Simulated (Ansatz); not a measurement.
Computed with Ansatz on PBE0-D4/def2-TZVP structures; ΔE is electronic, products minus reactants. CCSD(T)/CBS is the MP2 limit (def2-TZVPP, def2-QZVPP) plus CCSD(T) − MP2 in def2-TZVPP, frozen cores. This one scheme is used for every species. Functionals use def2-TZVPP. B3LYP here is the variant with VWN-RPA as its local correlation; programs differ in this. One conformer a species, not always the lowest.

Consider the substitution at a C–C bond: `C=C(N)CF` + CH₃NH₂ → `C=C(N)NC` + `CF`.

`C=C(N)CF`:

```xyz
11

C    -0.579   -0.864   -1.075
C    -0.154   -0.180   -0.010
N    -0.424   -0.493    1.309
C     0.577    1.113   -0.174
F     1.696    1.144    0.653
H    -1.175   -1.764   -0.978
H    -0.358   -0.514   -2.074
H     0.290   -0.199    1.957
H    -0.725   -1.440    1.472
H    -0.058    1.953    0.124
H     0.909    1.243   -1.204
```

CH₃NH₂:

Cartesian coordinates in Å:
```
C -0.308 -0.475 0.050
N 0.318 0.829 0.191
H 0.033 -1.071 -0.809
H -1.389 -0.350 -0.039
H -0.129 -1.062 0.954
H 0.155 1.394 -0.633
H 1.321 0.735 0.286
```

`C=C(N)NC`:

Cartesian coordinates in Å:
```
C -0.282 -1.243 1.394
C 0.054 -0.611 0.260
N -0.105 -1.157 -1.009
N 0.604 0.667 0.232
C -0.006 1.672 -0.621
H -0.550 -2.291 1.393
H -0.289 -0.719 2.340
H -0.420 -2.114 -0.994
H 0.704 -1.036 -1.602
H 0.757 1.004 1.170
H 0.586 2.587 -0.566
H -1.043 1.904 -0.340
H -0.010 1.337 -1.657
```

`CF`:

Z-matrix (Å, degrees):
```
C
F 1 1.376
H 1 1.092 2 109.1
H 1 1.092 2 109.1 3 -120.0
H 1 1.092 2 109.1 3 120.0
```

```json
{"level": "r2SCAN-D4", "ΔE (kcal/mol)": "1.7"}
{"level": "ωB97X-V", "ΔE (kcal/mol)": "2.0"}
{"level": "ωB97M-V", "ΔE (kcal/mol)": "2.3"}
{"level": "B2PLYP", "ΔE (kcal/mol)": "2.2"}
{"level": "B3LYP", "ΔE (kcal/mol)": "2.2"}
{"level": "HF/def2-TZVPP", "ΔE (kcal/mol)": "1.8"}
{"level": "MP2/def2-TZVPP", "ΔE (kcal/mol)": "1.9"}
{"level": "CCSD(T)/def2-TZVPP", "ΔE (kcal/mol)": "2.5"}
```

Problem. What does CCSD(T)/CBS give? (An estimate is asked.)

Solution. Ansatz gave: +2.7 kcal/mol. The listed levels differ from it by -1.0, -0.7, -0.4, -0.5, -0.5, -0.9, -0.8, -0.2 kcal/mol.

Largest T1 diagnostic among the species: 0.011.

The D4 term adds −0.8 kcal/mol with B3LYP and −0.5 kcal/mol with PBE0; it sums over pairs of atoms, weighted by their polarisabilities, and B3LYP, whose exchange is more repulsive, gets the larger term.
